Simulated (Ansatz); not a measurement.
**GeH, doublet in cc-pVTZ: errors against full CI**

Geometry: a PBE0/def2-TZVP stationary point for this spin.

```xyz
2

Ge    0.0000    0.0000    0.0000
H     0.0000    0.0000    1.6012
```

Basis cc-pVTZ; Ansatz 0.2.0. Correlated methods freeze the noble-gas cores and the filled d shells of p-block atoms, which leaves 5 electrons in 43 orbitals. R marks a restricted (for open shells ROHF) determinant, U an unrestricted one. Active spaces: pair = (3e, 3o) about the gap; valence = (5e, 5o) chosen from the atoms' valence shells. No spin–orbit coupling is included, and no scalar relativity.

Full CI is exact within this basis and frozen core; it isn't the basis-set limit. The frozen core follows each run's orbitals, which can shift R against U totals by a few meV for light atoms and by up to 0.1 eV past Ca.

For open shells CISD is restricted-active-space CI with the open shells as a complete middle space.

```
UHF ⟨S²⟩                          : 0.765
T1 diagnostic (RCCSD)             : 0.0202
largest doubles amplitude (RCCSD) : 0.065
```

```
                   level  E − E(full CI) (meV)  share of correlation (%)  wall time
                     RHF                  2815                      0.00          –
                    RMP2                   643                     77.18          –
                    CISD                   162                     94.24      1.1 s
                   RCCSD                    90                     96.82          –
                RCCSD(T)                    18                     99.36      2.6 s
                 BCCD(T)                    18                     99.36      1.4 s
                  RCCSDT                     2                     99.94          –
               RCCSDT(Q)                     0                    100.00      9.5 s
     CASSCF (pair space)                  2385                     15.29          –
     MRCISD (pair space)                   122                     95.66          –
   MRCISD+Q (pair space)                   -25                    100.90      2.5 s
  CASSCF (valence space)                  1932                     31.37          –
  NEVPT2 (valence space)                   523                     81.42      1.2 s
  MRCISD (valence space)                    86                     96.93          –
MRCISD+Q (valence space)                     1                     99.98      1.6 s
```

The correlation energy at full CI, counted from RHF, is -2.815 eV. That run took 41 s on 1 thread of Arm Neoverse V2, shared host over 2,785,730 determinants.

Run but not shown, since their state or frozen core can't be matched to the reference's or they repeat it: UHF, UMP2, UCCSD, UCCSD(T), UCCSDT, UCCSDT(Q).

Times hold each run's SCF and search for its determinant on a shared host, so for small cases they say little of a method's own cost; they ran on 1 thread of Arm Neoverse V2.

Not variational, and here over 5 meV under the exact energy: MRCISD+Q (pair space).

The full-CI state has the irrep B1 of C2v, in the program's axes (one component, if the state is degenerate).

Natural occupations of full CI about the gap: 1.949 1.909 0.984 0.048 0.037 0.013 0.011 0.009 0.008 0.007; effectively unpaired electrons, Σ n²(2−n)², 1.06.
